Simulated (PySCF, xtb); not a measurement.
Bonds broken one at a time in the series Si F-OH. Gas-phase values, no solvent. One relaxed conformer stands for each flexible species; it need not be the lowest. Strings in code marks are SMILES.

Quantity: homolytic bond dissociation enthalpy at 298 K (no spin–orbit term), in eV. Thermal and zero-point terms are GFN2-xTB rigid-rotor harmonic values (xtb).

Level 1: PBE-D3(BJ)/def2-TZVP // PBE0-D3(BJ)/def2-TZVP (PySCF)
Level 2: B3LYP/3-21G // PBE0-D3(BJ)/def2-TZVP (PySCF)
Level 3: BP86/6-31G* // PBE0-D3(BJ)/def2-TZVP (PySCF)
Level 4: PBE/6-31G* // PBE0-D3(BJ)/def2-TZVP (PySCF)

```
species                                                     level 2  level 3  level 4
----------------------------------------------------------  -------  -------  -------
F–Si bond of `F[Si](F)(F)F`, giving `F[Si](F)F` and `[F]`      6.31     6.92     6.96
O–Si bond of `O[Si](F)(F)F`, giving `F[Si](F)F` and `[OH]`     5.65     5.72     5.77
O–Si bond of `O[Si](O)(O)O`, giving `O[Si](O)O` and `[OH]`     5.64     5.67     5.72
```

**Question.** What does level 1 give for each?

**Answer.** 
- F–Si bond of `F[Si](F)(F)F`, giving `F[Si](F)F` and `[F]`: 6.92
- O–Si bond of `O[Si](F)(F)F`, giving `F[Si](F)F` and `[OH]`: 5.81
- O–Si bond of `O[Si](O)(O)O`, giving `O[Si](O)O` and `[OH]`: 5.76
